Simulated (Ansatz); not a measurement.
C$_{2}$H$_{2}$O$_{2}$ (`O=C=CO`), 6 atoms. Charge 0, multiplicity 1. All runs use 2 threads of an Arm Neoverse V1 on a shared host. Correlated methods freeze the cores. Open-shell runs search over several starts.

(1) Give the basis size and wall time and peak host memory of each of these runs in Ansatz. RKS PBE-QIDH (frozen core)/def2-TZVPP energy; UKS B2PLYP (frozen core)/def2-TZVPP energy of the cation; RHF-CCSD(T)/def2-TZVPP energy; RHF-CCSD(T)/def2-SVP energy; direct RPA on PBE orbitals/def2-TZVPP energy; UKS ωB97X-V/def2-TZVPP energy of the cation; RKS PBE0-D4/def2-QZVPP energy; UKS r2SCAN-D4/def2-TZVPP energy of the cation; UHF-MP2/def2-QZVPP energy of the cation; RKS PBE0-D4/def2-TZVP frequencies; UHF-CCSD(T)/def2-TZVPP energy of the cation; RKS PBE-D4/def2-TZVPP energy and forces. (Estimate.)

Answers

(1) Computed: Other jobs shared the machine, so times are rough.

```json
{"level": "RHF-CCSD(T)/def2-SVP", "job": "energy", "functions": "66", "wall time": "1.4 s", "peak host memory (GiB)": "0.17"}
{"level": "RKS PBE-D4/def2-TZVPP", "job": "energy and forces", "functions": "152", "wall time": "1.4 s", "peak host memory (GiB)": "0.13"}
{"level": "RKS PBE-QIDH (frozen core)/def2-TZVPP", "job": "energy", "functions": "152", "wall time": "2.8 s", "peak host memory (GiB)": "0.23"}
{"level": "direct RPA on PBE orbitals/def2-TZVPP", "job": "energy", "functions": "152", "wall time": "3 s", "peak host memory (GiB)": "0.24"}
{"level": "RKS PBE0-D4/def2-QZVPP", "job": "energy", "functions": "288", "wall time": "3.4 s", "peak host memory (GiB)": "0.58"}
{"level": "UKS B2PLYP (frozen core)/def2-TZVPP", "job": "energy of the cation", "functions": "152", "wall time": "4.4 s", "peak host memory (GiB)": "0.31"}
{"level": "UKS r2SCAN-D4/def2-TZVPP", "job": "energy of the cation", "functions": "152", "wall time": "5 s", "peak host memory (GiB)": "0.27"}
{"level": "UKS ωB97X-V/def2-TZVPP", "job": "energy of the cation", "functions": "152", "wall time": "8 s", "peak host memory (GiB)": "0.39"}
{"level": "UHF-MP2/def2-QZVPP", "job": "energy of the cation", "functions": "288", "wall time": "20 s", "peak host memory (GiB)": "0.93"}
{"level": "RHF-CCSD(T)/def2-TZVPP", "job": "energy", "functions": "152", "wall time": "25 s", "peak host memory (GiB)": "1.1"}
{"level": "RKS PBE0-D4/def2-TZVP", "job": "frequencies", "functions": "136", "wall time": "45 s", "peak host memory (GiB)": "0.2"}
{"level": "UHF-CCSD(T)/def2-TZVPP", "job": "energy of the cation", "functions": "152", "wall time": "96 s", "peak host memory (GiB)": "2.7"}
```
